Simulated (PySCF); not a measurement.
**C₅H₅N: geometry, NMR shifts, spin-spin couplings, electronic excitations and core binding energies**

Wanted: the NMR shifts, spin-spin couplings, electronic excitations and core binding energies of C₅H₅N (`C#CC(=C)N=C`), by calculation.

Programs: PySCF 2.14.0, with density-fitted response routines of our own. Each step states its level of theory. These are calculated values for one molecule in the gas phase, unless marked as measured. Atoms are numbered from 0 throughout.

**1. The molecule as given**

11 atoms, charge 0, multiplicity 1; geometry from: GFN2-xTB.

Bonds of the start (Å): C0–C1 1.20, C1–C2 1.43, C2–C3 1.34, C2–N4 1.39, N4–C5 1.26, C0–H6 1.05, C3–H7 1.08, C3–H8 1.08, C5–H9 1.08, C5–H10 1.09.

**2. Geometry optimisation at PBE0-D3(BJ)/def2-SVP**

The job: settings as JSON, then the geometry in Å.

```
{"job": {"xc": "PBE0", "basis": "def2-SVP", "d3": "d3bj", "grid": 1, "kind": "geom"}, "charge": 0, "multiplicity": 1}
C     -1.130043     1.938531    -0.239716
C     -0.785409     0.793806    -0.126989
C     -0.284281    -0.534300     0.007720
C     -1.107407    -1.588569     0.045725
N      1.087333    -0.771004     0.099010
C      1.927539     0.165096     0.123751
H     -1.477564     2.924113    -0.339279
H     -0.706633    -2.581027     0.147703
H     -2.174895    -1.474243    -0.019559
H      2.972651    -0.100555     0.193035
H      1.684133     1.230825     0.082636
```

**Question.** This job is followed by: GIAO PBE0/pcSseg-1 NMR shielding, non-relativistic, gas phase; B3LYP/pcJ-1 indirect spin-spin coupling, non-relativistic, gas phase; TDDFT wB97X-D/def2-SVPD, vertical, gas phase, core orbitals frozen in the response; GIAO KT2/pcSseg-2 NMR shielding, non-relativistic, gas phase; delta-SCF UKS SCAN, pcX-2 on the ionised atom, pcseg-1 elsewhere, spin-free X2C. What will the session give for the following? point group; rotational constants (main isotopes); 13C shifts against TMS (PBE0/pcSseg-1); 1H shifts against TMS (PBE0/pcSseg-1); 15N shifts against NH3 (PBE0/pcSseg-1); largest coupling of the table (B3LYP/pcJ-1); lowest singlet (wB97X-D/def2-SVPD); brightest single state of those computed; lowest triplet; vertical ionisation energy (ΔSCF); C1s binding energies, SCAN/pcX-2 (standing for 1 of 5 atoms); range of the shift of N4.

The runs gave:

| quantity | value |
| --- | --- |
| point group | Cs |
| rotational constants (main isotopes) | 5.01, 3.71, 2.13 GHz |
| 13C shifts against TMS (PBE0/pcSseg-1) | 158.5, 144.6, 139.8, 92.2, 77.8 ppm |
| 1H shifts against TMS (PBE0/pcSseg-1) | 7.81, 7.47, 6.50, 6.20, 3.24 ppm |
| 15N shifts against NH3 (PBE0/pcSseg-1) | 393.5 ppm |
| largest coupling of the table (B3LYP/pcJ-1) | 1J(C,H) C0–H6, 275.0 Hz |
| lowest singlet (wB97X-D/def2-SVPD) | 4.52 eV (274 nm), f = 0.000 |
| brightest single state of those computed | state 2, 5.47 eV, f = 0.337 |
| lowest triplet | 3.13 eV |
| vertical ionisation energy (ΔSCF) | 9.10 eV |
| C1s binding energies, SCAN/pcX-2 (standing for 1 of 5 atoms) | C3 290.09 eV |
| range of the shift of N4 | 366.6 to 393.5 ppm |

The optimisation took 4 steps and gained 0.059 eV; among the close pairs (by a distance rule), C0–H6 changed most, from 1.050 to 1.074 Å. At PBE0/pcSseg-1: The widest tensor belongs to N4: span 724 ppm, with a paramagnetic part of -456 ppm. Of the pairs tabulated at B3LYP/pcJ-1, C0–H6 couples most strongly (275.0 Hz; Fermi contact 275.9 Hz). Couplings across rotatable bonds belong to this one conformer; where others are populated, the observed values are averages. The lowest singlet, at 4.52 eV, is HOMO−1→LUMO 0.89, HOMO−1→LUMO+1 0.09 and is dark; of the 10 states computed, the strongest absorption comes from state 2 at 5.47 eV. The lowest triplet lies 1.39 eV below the lowest singlet (triplets in Tamm-Dancoff, singlets in full TDDFT). The orbital energy would give 8.89 eV for ionisation, ΔSCF gives 9.10 eV. In ppm, N4 moves most: its shift spreads over 26.9 ppm, from 366.6 (KT2/pcSseg-2) to 393.5 (PBE0/pcSseg-1).
